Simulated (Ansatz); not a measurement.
Basis-set extrapolation for C3H2ClF (`C=C=C(F)Cl`) (PBE0-D4/def2-TZVP geometry, frozen core, Ansatz 0.2.0). Multiplicity 1, RHF reference.

```json
{"": "HF", "def2-TZVPP": "-673.716858", "def2-QZVPP": "-673.738664"}
{"": "MP2 correlation", "def2-TZVPP": "-0.897582", "def2-QZVPP": "-0.970866"}
{"": "CCSD(T) correlation", "def2-TZVPP": "-0.970082", "def2-QZVPP": "not run"}
```

Energies in hartree. Use E(X) = E(∞) + A·exp(−7.88·√X) for Hartree–Fock and E(X) = E(∞) + B·X^(−2.97) for correlation, with X = 3 and 4, and add CCSD(T) minus MP2 of the smaller set to the MP2 limit.

Task: What is the CCSD(T) energy at the basis-set limit?

Result: HF limit: -673.738664 + (-0.021806) × 0.13774 = -673.74167. MP2 limit: -0.970866 + (-0.073284) × 0.74074 = -1.02515. Higher-order term: -0.970082 − (-0.897582) = -0.07250. Total: -674.83932 hartree, 400.1 kJ/mol below CCSD(T)/def2-TZVPP.
